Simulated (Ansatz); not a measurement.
# B2SiH (quartet): wB97M-V, B2PLYP over vertical spin and charge gaps, def2-QZVPP

Aim: run B2SiH (quartet) with these functionals over vertical spin and charge gaps, and hold them against the top wave-function level at the same points.

Program: Ansatz 0.2.0, Gaussian basis. Level of theory: def2-QZVPP, all electrons in the functionals, frozen cores in the correlation of double hybrids and RPA. These are calculated values, not measurements.

Plan: wB97M-V, B2PLYP, at charge 0, quartet; charge 0, doublet; charge 0, sextet; charge 1, triplet; charge 1, quintet.

## Step 1: The system

The geometry is a PBE0/def2-TZVP stationary point (not a proven minimum).

4 atoms, charge 0, spin multiplicity 4.

Atoms are counted from 1 here; the program's logs count them from 0.

Bond lengths: B1–Si2 1.989 Å, B1–B3 1.610 Å, B1–H4 1.246 Å, Si2–B3 1.921 Å. Angles: Si2–B1–B3 63.5°, Si2–B1–H4 64.0°, B3–B1–H4 127.5°, B1–Si2–B3 48.6°, B1–B3–Si2 67.9°.

No dispersion term is added; wB97M-V holds VV10 nonlocal correlation.

The geometry shown and the zero of energy belong to the point charge 0, quartet. The yardstick, UCCSD(T), and other wave-function levels (R restricted, U unrestricted, valence and pair active spaces) come from earlier runs.

## Step 2: wB97M-V, charge 0, quartet

Contents of in.yaml:

```yaml
crystal:
  periodic: [false, false, false]
  atoms:
    - {symbol: B, position_ang: [0.000000, -0.717740, 1.080601]}
    - {symbol: Si, position_ang: [0.000000, -0.007888, -0.777449]}
    - {symbol: B, position_ang: [0.000000, 0.884552, 0.923210]}
    - {symbol: H, position_ang: [0.000000, -1.569398, 0.170474]}
basis:
  gaussian: {orbitals: "def2-QZVPP.json"}
magnetization: {spin_polarized: true, initial_magnetization: 3}
hamiltonian: {xc: {name: wB97M-V}}
output: {orbitals: {seedname: orbitals}}
```

Command:

```sh
ansatz run in.yaml --threads 1 --pin off --events-out ev --progress --plain --max-ram 2393MiB
```

Standard output, shortened:

```text
Functional definition: wB97M-V
  name "wB97M-V"
  cite "Mardirossian & Head-Gordon, J. Chem. Phys. 144, 214110 (2016) doi:10.1063/1.4952647"
  cite "Becke, J. Chem. Phys. 107, 8554 (1997) doi:10.1063/1.475007"
  cite "Vydrov & Van Voorhis, J. Chem. Phys. 133, 244103 (2010) doi:10.1063/1.3521275"
  # Of w^i u^j: cxij and so on, Table III.
[...]
  gx(w, u) = 1 - cx + cx01*u + cx10*w
  gss(w, u) = css00 + css04*u^4 + css10*w + css20*w^2 + css43*w^4*u^3
  gos(w, u) = cos00 + cos10*w + (cos20 + cos21*u)*w^2 + (cos60 + cos61*u)*w^6
[...]
      + integral(e_c_pw_mod_opposite_spin*gos(b97_w_opposite, b97_u_opposite)) + vv10(b, c)
805 factors; their error is unknown
216 factors; integrals over basis functions are off by at most 1.8e-5 eV
[...]
mean field -9238.97085532 eV, -339.5259165336 hartree, gradient 1.3e-5 eV, S^2 3.764080; 2 other end points of the search recorded, 0 dependent functions left out
reference -9238.97089881 eV, -339.5259181320 hartree; 14, 11 occupied and 200, 203 virtual orbitals, 805 factors
Total energy: -9238.97089881 eV, -339.5259181320 hartree
```

Wall time 34 s (1 thread of Intel Xeon Platinum 8488C, shared host); peak memory 0.76 GiB.

From the report: ⟨S²⟩ of the determinant 3.764 (pure quartet: 3.75).

## Step 3: wB97M-V, charge 0, doublet

Edit in.yaml of step 2 so:

```diff
@@ -9,3 +9,3 @@
   gaussian: {orbitals: "def2-QZVPP.json"}
-magnetization: {spin_polarized: true, initial_magnetization: 3}
+magnetization: {spin_polarized: true, initial_magnetization: 1}
 hamiltonian: {xc: {name: wB97M-V}}
```

The command is unchanged.

Standard output, shortened:

```text
Functional definition: wB97M-V
  name "wB97M-V"
  cite "Mardirossian & Head-Gordon, J. Chem. Phys. 144, 214110 (2016) doi:10.1063/1.4952647"
  cite "Becke, J. Chem. Phys. 107, 8554 (1997) doi:10.1063/1.475007"
  cite "Vydrov & Van Voorhis, J. Chem. Phys. 133, 244103 (2010) doi:10.1063/1.3521275"
  # Of w^i u^j: cxij and so on, Table III.
[...]
  gx(w, u) = 1 - cx + cx01*u + cx10*w
  gss(w, u) = css00 + css04*u^4 + css10*w + css20*w^2 + css43*w^4*u^3
  gos(w, u) = cos00 + cos10*w + (cos20 + cos21*u)*w^2 + (cos60 + cos61*u)*w^6
[...]
      + integral(e_c_pw_mod_opposite_spin*gos(b97_w_opposite, b97_u_opposite)) + vv10(b, c)
805 factors; their error is unknown
216 factors; integrals over basis functions are off by at most 1.8e-5 eV
[...]
mean field -9239.99142048 eV, -339.5634216114 hartree, gradient 6.9e-6 eV, S^2 0.878173; 5 other end points of the search recorded, 0 dependent functions left out
reference -9239.99146424 eV, -339.5634232195 hartree; 13, 12 occupied and 201, 202 virtual orbitals, 805 factors
Total energy: -9239.99146424 eV, -339.5634232195 hartree
```

It took 48 s on 1 thread of Intel Xeon Platinum 8488C, shared host; peak memory 0.76 GiB.

From the report: ⟨S²⟩ of the determinant 0.878 (pure doublet: 0.75).

From charge 0, quartet: -23.5 kcal/mol.

## Step 4: wB97M-V, charge 0, sextet

Edit in.yaml of step 3 so:

```diff
@@ -9,3 +9,3 @@
   gaussian: {orbitals: "def2-QZVPP.json"}
-magnetization: {spin_polarized: true, initial_magnetization: 1}
+magnetization: {spin_polarized: true, initial_magnetization: 5}
 hamiltonian: {xc: {name: wB97M-V}}
```

The command is unchanged.

Standard output, shortened:

```text
Functional definition: wB97M-V
  name "wB97M-V"
  cite "Mardirossian & Head-Gordon, J. Chem. Phys. 144, 214110 (2016) doi:10.1063/1.4952647"
  cite "Becke, J. Chem. Phys. 107, 8554 (1997) doi:10.1063/1.475007"
  cite "Vydrov & Van Voorhis, J. Chem. Phys. 133, 244103 (2010) doi:10.1063/1.3521275"
  # Of w^i u^j: cxij and so on, Table III.
[...]
  gx(w, u) = 1 - cx + cx01*u + cx10*w
  gss(w, u) = css00 + css04*u^4 + css10*w + css20*w^2 + css43*w^4*u^3
  gos(w, u) = cos00 + cos10*w + (cos20 + cos21*u)*w^2 + (cos60 + cos61*u)*w^6
[...]
      + integral(e_c_pw_mod_opposite_spin*gos(b97_w_opposite, b97_u_opposite)) + vv10(b, c)
805 factors; their error is unknown
216 factors; integrals over basis functions are off by at most 1.8e-5 eV
[...]
mean field -9236.04402594 eV, -339.4183575378 hartree, gradient 3.1e-5 eV, S^2 8.754483; 2 other end points of the search recorded, 0 dependent functions left out
reference -9236.04406756 eV, -339.4183590673 hartree; 15, 10 occupied and 199, 204 virtual orbitals, 805 factors
Total energy: -9236.04406756 eV, -339.4183590673 hartree
```

It took 21 s on 1 thread of Intel Xeon Platinum 8488C, shared host; peak memory 0.6 GiB.

From the report: ⟨S²⟩ of the determinant 8.754 (pure sextet: 8.75).

From charge 0, quartet: +67.5 kcal/mol.

## Step 5: wB97M-V, charge 1, triplet

Edit in.yaml of step 4 so:

```diff
@@ -9,3 +9,4 @@
   gaussian: {orbitals: "def2-QZVPP.json"}
-magnetization: {spin_polarized: true, initial_magnetization: 5}
+total_charge: 1
+magnetization: {spin_polarized: true, initial_magnetization: 2}
 hamiltonian: {xc: {name: wB97M-V}}
```

Same command.

Standard output, shortened:

```text
Functional definition: wB97M-V
  name "wB97M-V"
  cite "Mardirossian & Head-Gordon, J. Chem. Phys. 144, 214110 (2016) doi:10.1063/1.4952647"
  cite "Becke, J. Chem. Phys. 107, 8554 (1997) doi:10.1063/1.475007"
  cite "Vydrov & Van Voorhis, J. Chem. Phys. 133, 244103 (2010) doi:10.1063/1.3521275"
  # Of w^i u^j: cxij and so on, Table III.
[...]
  gx(w, u) = 1 - cx + cx01*u + cx10*w
  gss(w, u) = css00 + css04*u^4 + css10*w + css20*w^2 + css43*w^4*u^3
  gos(w, u) = cos00 + cos10*w + (cos20 + cos21*u)*w^2 + (cos60 + cos61*u)*w^6
[...]
      + integral(e_c_pw_mod_opposite_spin*gos(b97_w_opposite, b97_u_opposite)) + vv10(b, c)
805 factors; their error is unknown
216 factors; integrals over basis functions are off by at most 1.8e-5 eV
[...]
mean field -9231.25668864 eV, -339.2424261368 hartree, gradient 1.8e-5 eV, S^2 2.013363; 3 other end points of the search recorded, 0 dependent functions left out
reference -9231.25673717 eV, -339.2424279206 hartree; 13, 11 occupied and 201, 203 virtual orbitals, 805 factors
Total energy: -9231.25673717 eV, -339.2424279206 hartree
```

Run time: 42 s. Hardware: 1 thread of Intel Xeon Platinum 8488C, shared host; peak memory 0.75 GiB.

From the report: ⟨S²⟩ of the determinant 2.013 (pure triplet: 2.00).

From charge 0, quartet: +177.9 kcal/mol.

## Step 6: wB97M-V, charge 1, quintet

Edit in.yaml of step 5 so:

```diff
@@ -10,3 +10,3 @@
 total_charge: 1
-magnetization: {spin_polarized: true, initial_magnetization: 2}
+magnetization: {spin_polarized: true, initial_magnetization: 4}
 hamiltonian: {xc: {name: wB97M-V}}
```

The command is unchanged.

Standard output, shortened:

```text
Functional definition: wB97M-V
  name "wB97M-V"
  cite "Mardirossian & Head-Gordon, J. Chem. Phys. 144, 214110 (2016) doi:10.1063/1.4952647"
  cite "Becke, J. Chem. Phys. 107, 8554 (1997) doi:10.1063/1.475007"
  cite "Vydrov & Van Voorhis, J. Chem. Phys. 133, 244103 (2010) doi:10.1063/1.3521275"
  # Of w^i u^j: cxij and so on, Table III.
[...]
  gx(w, u) = 1 - cx + cx01*u + cx10*w
  gss(w, u) = css00 + css04*u^4 + css10*w + css20*w^2 + css43*w^4*u^3
  gos(w, u) = cos00 + cos10*w + (cos20 + cos21*u)*w^2 + (cos60 + cos61*u)*w^6
[...]
      + integral(e_c_pw_mod_opposite_spin*gos(b97_w_opposite, b97_u_opposite)) + vv10(b, c)
805 factors; their error is unknown
216 factors; integrals over basis functions are off by at most 1.8e-5 eV
[...]
mean field -9229.91600065 eV, -339.1931567620 hartree, gradient 2.7e-5 eV, S^2 6.004193; 0 other end points of the search recorded, 0 dependent functions left out
reference -9229.91604824 eV, -339.1931585111 hartree; 14, 10 occupied and 200, 204 virtual orbitals, 805 factors
Total energy: -9229.91604824 eV, -339.1931585111 hartree
```

Wall time 18 s (1 thread of Intel Xeon Platinum 8488C, shared host); peak memory 0.6 GiB.

From the report: ⟨S²⟩ of the determinant 6.004 (pure quintet: 6.00).

From charge 0, quartet: +208.8 kcal/mol.

## Step 7: B2PLYP, charge 0, quartet

Edit in.yaml of step 6 so:

```diff
@@ -9,5 +9,4 @@
   gaussian: {orbitals: "def2-QZVPP.json"}
-total_charge: 1
-magnetization: {spin_polarized: true, initial_magnetization: 4}
-hamiltonian: {xc: {name: wB97M-V}}
-output: {orbitals: {seedname: orbitals}}
+magnetization: {spin_polarized: true, initial_magnetization: 3}
+hamiltonian: {xc: {name: B2PLYP}}
+correlation: {electrons: outside_noble_gas}
```

Launched as before.

Standard output, shortened:

```text
Functional definition: B2PLYP
  name "B2PLYP"
  cite "Grimme, J. Chem. Phys. 124, 034108 (2006) doi:10.1063/1.2148954"
  cite "Becke, Phys. Rev. A 38, 3098 (1988) doi:10.1103/PhysRevA.38.3098"
  cite "Lee, Yang & Parr, Phys. Rev. B 37, 785 (1988) doi:10.1103/PhysRevB.37.785"
[...]
1286 factors; integrals over basis functions are off by at most 8.2e-4 eV
[...]
mean field -9233.14969917 eV, -339.3119929908 hartree, gradient 4.2e-6 eV, S^2 3.778770; 4 other end points of the search recorded, 0 dependent functions left out
7 core orbitals not correlated: weight in the atoms' cores, before any rotation towards them, 1.000 or more for the frozen orbitals, at most 0.000 for the correlated occupied ones
reference -9233.14983117 eV, -339.3119978416 hartree; 7, 4 occupied and 200, 203 virtual orbitals, 1286 factors
second order -9.65615681 eV of doubles, -0.00000000 eV of singles
Total energy: -9235.75699350 eV, -339.4078092903 hartree
```

It took 20 s on 1 thread of Intel Xeon Platinum 8488C, shared host; peak memory 0.58 GiB.

From the report: ⟨S²⟩ of the determinant 3.779 (pure quartet: 3.75).

## Step 8: B2PLYP, charge 0, doublet

Edit in.yaml of step 7 so:

```diff
@@ -9,3 +9,3 @@
   gaussian: {orbitals: "def2-QZVPP.json"}
-magnetization: {spin_polarized: true, initial_magnetization: 3}
+magnetization: {spin_polarized: true, initial_magnetization: 1}
 hamiltonian: {xc: {name: B2PLYP}}
```

Same command.

Standard output, shortened:

```text
Functional definition: B2PLYP
  name "B2PLYP"
  cite "Grimme, J. Chem. Phys. 124, 034108 (2006) doi:10.1063/1.2148954"
  cite "Becke, Phys. Rev. A 38, 3098 (1988) doi:10.1103/PhysRevA.38.3098"
  cite "Lee, Yang & Parr, Phys. Rev. B 37, 785 (1988) doi:10.1103/PhysRevB.37.785"
[...]
1286 factors; integrals over basis functions are off by at most 8.2e-4 eV
[...]
mean field -9233.89573267 eV, -339.3394092165 hartree, gradient 2.5e-6 eV, S^2 1.300556; 11 other end points of the search recorded, 0 dependent functions left out
7 core orbitals not correlated: weight in the atoms' cores, before any rotation towards them, 1.000 or more for the frozen orbitals, at most 0.000 for the correlated occupied ones
reference -9233.89586323 eV, -339.3394140142 hartree; 6, 5 occupied and 201, 202 virtual orbitals, 1286 factors
second order -9.85844359 eV of doubles, -0.00000000 eV of singles
Total energy: -9236.55764300 eV, -339.4372326165 hartree
```

It took 1.7 min on 1 thread of Intel Xeon Platinum 8488C, shared host; peak memory 0.62 GiB.

From the report: ⟨S²⟩ of the determinant 1.301 (pure doublet: 0.75). The determinant is far from a pure spin state, so its energy mixes those of several spin states (harmless only where they are near-degenerate, as at dissociation).

From charge 0, quartet: -18.5 kcal/mol.

## Step 9: B2PLYP, charge 0, sextet

Edit in.yaml of step 8 so:

```diff
@@ -9,3 +9,3 @@
   gaussian: {orbitals: "def2-QZVPP.json"}
-magnetization: {spin_polarized: true, initial_magnetization: 1}
+magnetization: {spin_polarized: true, initial_magnetization: 5}
 hamiltonian: {xc: {name: B2PLYP}}
```

The command is unchanged.

Standard output, shortened:

```text
Functional definition: B2PLYP
  name "B2PLYP"
  cite "Grimme, J. Chem. Phys. 124, 034108 (2006) doi:10.1063/1.2148954"
  cite "Becke, Phys. Rev. A 38, 3098 (1988) doi:10.1103/PhysRevA.38.3098"
  cite "Lee, Yang & Parr, Phys. Rev. B 37, 785 (1988) doi:10.1103/PhysRevB.37.785"
[...]
1286 factors; integrals over basis functions are off by at most 8.2e-4 eV
[...]
mean field -9230.53893215 eV, -339.2160490727 hartree, gradient 6.4e-6 eV, S^2 8.759854; 2 other end points of the search recorded, 0 dependent functions left out
7 core orbitals not correlated: weight in the atoms' cores, before any rotation towards them, 1.000 or more for the frozen orbitals, at most 0.000 for the correlated occupied ones
reference -9230.53906470 eV, -339.2160539438 hartree; 8, 3 occupied and 199, 204 virtual orbitals, 1286 factors
second order -8.19977279 eV of doubles, -0.00000000 eV of singles
Total energy: -9232.75300336 eV, -339.2974146886 hartree
```

Wall time 18 s (1 thread of Intel Xeon Platinum 8488C, shared host); peak memory 0.58 GiB.

From the report: ⟨S²⟩ of the determinant 8.760 (pure sextet: 8.75).

From charge 0, quartet: +69.3 kcal/mol.

## Step 10: B2PLYP, charge 1, triplet

Edit in.yaml of step 9 so:

```diff
@@ -9,3 +9,4 @@
   gaussian: {orbitals: "def2-QZVPP.json"}
-magnetization: {spin_polarized: true, initial_magnetization: 5}
+total_charge: 1
+magnetization: {spin_polarized: true, initial_magnetization: 2}
 hamiltonian: {xc: {name: B2PLYP}}
```

The command is unchanged.

Standard output, shortened:

```text
Functional definition: B2PLYP
  name "B2PLYP"
  cite "Grimme, J. Chem. Phys. 124, 034108 (2006) doi:10.1063/1.2148954"
  cite "Becke, Phys. Rev. A 38, 3098 (1988) doi:10.1103/PhysRevA.38.3098"
  cite "Lee, Yang & Parr, Phys. Rev. B 37, 785 (1988) doi:10.1103/PhysRevB.37.785"
[...]
1286 factors; integrals over basis functions are off by at most 8.2e-4 eV
[...]
mean field -9225.39036525 eV, -339.0268427289 hartree, gradient 8.1e-6 eV, S^2 2.028771; 6 other end points of the search recorded, 0 dependent functions left out
7 core orbitals not correlated: weight in the atoms' cores, before any rotation towards them, 1.000 or more for the frozen orbitals, at most 0.000 for the correlated occupied ones
reference -9225.39050283 eV, -339.0268477848 hartree; 6, 4 occupied and 201, 203 virtual orbitals, 1286 factors
second order -9.34232556 eV of doubles, -0.00000000 eV of singles
Total energy: -9227.91293073 eV, -339.1195453004 hartree
```

It took 36 s on 1 thread of Intel Xeon Platinum 8488C, shared host; peak memory 0.64 GiB.

From the report: ⟨S²⟩ of the determinant 2.029 (pure triplet: 2.00).

From charge 0, quartet: +180.9 kcal/mol.

## Step 11: B2PLYP, charge 1, quintet

Edit in.yaml of step 10 so:

```diff
@@ -10,3 +10,3 @@
 total_charge: 1
-magnetization: {spin_polarized: true, initial_magnetization: 2}
+magnetization: {spin_polarized: true, initial_magnetization: 4}
 hamiltonian: {xc: {name: B2PLYP}}
```

Same command.

Standard output, shortened:

```text
Functional definition: B2PLYP
  name "B2PLYP"
  cite "Grimme, J. Chem. Phys. 124, 034108 (2006) doi:10.1063/1.2148954"
  cite "Becke, Phys. Rev. A 38, 3098 (1988) doi:10.1103/PhysRevA.38.3098"
  cite "Lee, Yang & Parr, Phys. Rev. B 37, 785 (1988) doi:10.1103/PhysRevB.37.785"
[...]
1286 factors; integrals over basis functions are off by at most 8.2e-4 eV
[...]
mean field -9224.45385492 eV, -338.9924266088 hartree, gradient 4.1e-6 eV, S^2 6.010332; 0 other end points of the search recorded, 0 dependent functions left out
7 core orbitals not correlated: weight in the atoms' cores, before any rotation towards them, 1.000 or more for the frozen orbitals, at most 0.000 for the correlated occupied ones
reference -9224.45399503 eV, -338.9924317579 hartree; 7, 3 occupied and 200, 204 virtual orbitals, 1286 factors
second order -7.68267722 eV of doubles, -0.00000000 eV of singles
Total energy: -9226.52831788 eV, -339.0686617166 hartree
```

Run time: 13 s. Hardware: 1 thread of Intel Xeon Platinum 8488C, shared host; peak memory 0.57 GiB.

From the report: ⟨S²⟩ of the determinant 6.010 (pure quintet: 6.00).

From charge 0, quartet: +212.8 kcal/mol.

## Step 12: The comparison

No level is safe as a reference over these points; UCCSD(T) serves as a yardstick only. It comes from earlier runs at the same points. Energies in kcal/mol, counted from charge 0, quartet; blanks weren't run or aren't comparable.

```csv
level,quartet to doublet,quartet to sextet,ionisation to the triplet cation,ionisation to the quintet cation
UCCSD(T),-20.3,67.6,183.9,214.3
wB97M-V,-23.5,67.5,177.9,208.8
B2PLYP,-18.5,69.3,180.9,212.8
```

Largest miss and mean time a point (UCCSD(T) took 2.8 min a point; shared hosts):

```csv
level,largest miss (kcal/mol),where,time a point
wB97M-V,-6.0,ionisation to the triplet cation,33 s
B2PLYP,-3.0,ionisation to the triplet cation,38 s
```

## Step 13: Outcome

```
                                  quantity                                             value
              quartet to doublet, UCCSD(T)                                    -20.3 kcal/mol
               quartet to sextet, UCCSD(T)                                     67.6 kcal/mol
ionisation to the triplet cation, UCCSD(T)                                    183.9 kcal/mol
ionisation to the quintet cation, UCCSD(T)                                    214.3 kcal/mol
                     largest miss, wB97M-V  -6.0 kcal/mol (ionisation to the triplet cation)
                      largest miss, B2PLYP  -3.0 kcal/mol (ionisation to the triplet cation)
```

Of the functionals, B2PLYP keep the smallest largest miss at the points compared (at most 3.0 kcal/mol) and wB97M-V strays most (6.0 kcal/mol, at ionisation to the triplet cation). B2PLYP clearly breaks the spin symmetry at some points (⟨S²⟩ up to 0.55 above the pure value), so energy there is bought with a mixed spin. Functionals and the yardstick converge differently with the basis, so part of each miss in def2-QZVPP is the basis. The yardstick itself may be off where one determinant is a poor start.
